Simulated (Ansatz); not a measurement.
`NBO` + HCl → `OBCl` + NH₃ at 500 K and 1 bar (ligand exchange at a B–N bond).

Gas-phase electronic energies from Ansatz, PBE0-D4/def2-TZVP geometries. CCSD(T)/CBS is extrapolated from def2-TZVPP and def2-QZVPP, frozen cores. Each species was taken in one conformer, which may not be the lowest.

```
species  CCSD(T)/CBS energy (Eh)  H − E (kJ/mol)  S (J/(mol·K))
  `NBO`               -157.16794           172.2          299.7
    HCl               -460.38167            32.5          201.9
 `OBCl`               -561.03735           100.1          295.7
    NH₃                -56.50568           108.2          211.8
```

H − E and S are ideal-gas, rigid-rotor, harmonic terms from PBE0-D4/def2-TZVP, for one conformer and one mirror image of each species. 1 Eh = 2625.50 kJ/mol, R = 8.31446 J/(mol·K).

**Question.** By hand: ΔE, ΔH, ΔS and ΔG.

**Answer.** ΔE = (-561.03735) + (-56.50568) − (-157.16794) − (-460.38167) = 0.00658 Eh = 17.3 kJ/mol. Δ(H − E) = 100.1 + 108.2 − 172.2 − 32.5 = 3.6, so ΔH = 20.9 kJ/mol. ΔS = 295.7 + 211.8 − 299.7 − 201.9 = 5.9 J/(mol·K). ΔG = 20.9 − 500 × (5.9)/1000 = 17.9 kJ/mol.

**Question.** By hand: the equilibrium constant, and the temperature at which ΔG would vanish if ΔH and ΔS stayed fixed.

**Answer.** log₁₀ K = −ΔG/(RT ln 10) = -1.9. ΔG = 0 at ΔH/ΔS = 3542 K, far beyond where these terms or the molecules hold.

The number of gas molecules stays the same, so ΔS is small and ΔH decides. A doubt of 5 kJ/mol in ΔE shifts log₁₀ K by 0.5 here. Other conformers and mirror images would add mixing entropy, several J/(mol·K) or more a flexible species. These are equilibria of isolated gas molecules and say nothing of rates. Largest T1 diagnostic: 0.012 (customary marks: 0.02 for closed shells, 0.045 for open ones).
